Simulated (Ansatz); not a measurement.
Consider MgO in the rock salt structure (space group Fm-3m, No. 225; a = 4.204 Å).

The values are results of plane-wave PAW DFT at the r2SCAN level (Ansatz, a quantum-chemistry and plane-wave program, 500 eV), scalar-relativistic without spin-orbit coupling, not measurements.

Perturbation: full substitution O → S; the structure is relaxed again.

Measured lattice parameter a: MgO 4.189 Å (static lattice; corrected from measurement; as listed in Daniel Mejia-Rodriguez, S. B. Trickey, Phys. Rev. B (2018)); MgS 5.188 Å (static lattice; corrected from measurement; as listed in Tamar Goldzak et al., The Journal of Chemical Physics (2022)).

How well does r2SCAN reproduce the measured shift?

With r2SCAN the lattice parameter a moves by +0.999 Å (4.204 → 5.203) against +0.999 Å measured.

Whether these cells are dynamically stable was not tested.
